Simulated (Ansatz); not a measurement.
Basis-set extrapolation for C$_{3}$H$_{4}$ClF (`C=C(Cl)CF`) (PBE0-D4/def2-TZVP geometry, frozen core, Ansatz 0.2.0). Multiplicity 1, RHF reference.

```
                      def2-TZVPP   def2-QZVPP
                 HF  -674.942221  -674.964392
    MP2 correlation    -0.926402    -1.001871
CCSD(T) correlation    -1.004287      not run
```

Energies in hartree. Use E(X) = E(∞) + A·exp(−7.88·√X) for Hartree–Fock and E(X) = E(∞) + B·X^(−2.97) for correlation, with X = 3 and 4, and add CCSD(T) minus MP2 of the smaller set to the MP2 limit.

What is the CCSD(T) energy at the basis-set limit?

HF limit: -674.964392 + (-0.022171) × 0.13774 = -674.96745. MP2 limit: -1.001871 + (-0.075469) × 0.74074 = -1.05777. Higher-order term: -1.004287 − (-0.926402) = -0.07788. Total: -676.10310 hartree, 4.26 eV below CCSD(T)/def2-TZVPP.
